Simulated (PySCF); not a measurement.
**MgAl: frontier orbitals**

BP86 at R = 2.925 Å; Mg 3-21G, Al 3-21G; no relativity (PySCF 2.14). State: ²Π (doublet), unpaired electrons π ↑. Only the outer orbitals are listed, counted within each symmetry.

```tsv
spin	orbital	occ.	ε (eV)	on Mg (%)	main shells (%)
α	6σ	1	-46.34	100	100 Mg p
α	2π	1	-46.33	100	100 Mg p
α	2π	1	-46.31	100	100 Mg p
α	7σ	1	-8.23	8	89 Al s
α	8σ	1	-5.14	71	71 Mg s, 17 Al p, 12 Al s
α	3π	1	-3.28	20	80 Al p, 20 Mg p
α	3π	0	-3.11	22	78 Al p, 22 Mg p
α	9σ	0	-2.92	50	49 Al p, 34 Mg p, 16 Mg s
α	4π	0	-1.33	81	81 Mg p, 19 Al p
β	6σ	1	-46.34	100	100 Mg p
β	2π	1	-46.33	100	100 Mg p
β	2π	1	-46.29	100	100 Mg p
β	7σ	1	-7.76	13	85 Al s, 11 Mg s
β	8σ	1	-4.96	72	71 Mg s, 14 Al p, 14 Al s
β	3π	0	-2.87	27	73 Al p, 27 Mg p
β	9σ	0	-2.78	48	50 Al p, 37 Mg p, 11 Mg s
β	3π	0	-2.41	39	61 Al p, 39 Mg p
```

**Question.** Which are the highest filled and the lowest empty level, where do they sit, and how wide is the gap?

**Answer.** Highest filled α 3π at -3.28 eV (in %: 80 Al p, 20 Mg p); lowest empty α 3π at -3.11 eV (in %: 78 Al p, 22 Mg p); the gap at BP86 is 0.17 eV. Both belong to one degenerate shell, split only by its one-sided filling, so this is no excitation gap.

```json
{
 "bond order (Mayer)": "0.91",
 "⟨S²⟩": "0.755",
 "charge on Mg (Mulliken, basis-dependent)": "0.15",
 "charge on Mg (Löwdin, basis-dependent)": "0.04",
 "dipole moment (positive dipole means Mg(−)Al(+))": "-1.38 D"
}
```

3-21G is very small, so such numbers show the basis as much as the molecule. The state was picked by a PBE0 search and need not be the measured ground state.
